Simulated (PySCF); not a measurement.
# Nonlinear optical response: `InChI=1S/C5H13N/c1-5(2)3-4-6/h5H,3-4,6H2,1-2H3`

Geometry:
```tsv
atom	x (Å)	y (Å)	z (Å)
C1	-1.456	-1.297	-1.326
C2	-0.823	-0.130	-0.576
C3	-1.764	0.388	0.509
C4	0.547	-0.528	-0.027
C5	1.358	0.597	0.595
N6	2.698	0.141	0.915
H7	-1.640	-2.146	-0.646
H8	-2.423	-1.013	-1.770
H9	-0.803	-1.656	-2.136
H10	-0.662	0.689	-1.302
H11	-2.750	0.642	0.089
H12	-1.923	-0.380	1.285
H13	-1.374	1.288	1.005
H14	0.411	-1.334	0.721
H15	1.157	-0.966	-0.835
H16	1.440	1.420	-0.138
H17	0.807	1.018	1.462
H18	3.243	0.894	1.331
H19	2.655	-0.596	1.617
```

Theory: quadratic response CAM-B3LYP/aug-cc-pVDZ first hyperpolarisability, Taylor convention, gas phase (PySCF). Geometry: PBE0-D3(BJ)/def2-SVP.

Q: Give β for the processes computed.

A: In au, Taylor convention; the vector part is βᵢ = ⅓ Σⱼ (βᵢⱼⱼ + βⱼᵢⱼ + βⱼⱼᵢ); β∥ is 3/5 of the vector part along the dipole, the dipole points from − to +:
```
                   process  λ (nm)  β vector norm   β∥  β HRS  depolarisation ratio
           static β(0;0,0)       ∞           71.1  3.5   34.8                  3.29
second harmonic β(−2ω;ω,ω)    1907           73.7  4.0   36.3                  3.24
         Pockels β(−ω;ω,0)    1907           72.0  3.6      –                     –
second harmonic β(−2ω;ω,ω)    1064           79.8  5.5   39.9                  3.13
         Pockels β(−ω;ω,0)    1064           73.9  4.1      –                     –
```

Q: Which lowest excitations, dipole and polarisabilities go with it?

A: S1 5.67 eV (f = 0.014); S2 6.51 eV (f = 0.003); S3 6.81 eV (f = 0.017); dipole 1.23 D; isotropic α 74.6 au static, 74.7 au at 1907 nm, 75.1 au at 1064 nm, 75.2 au at 953.5 nm, 76.8 au at 532 nm.
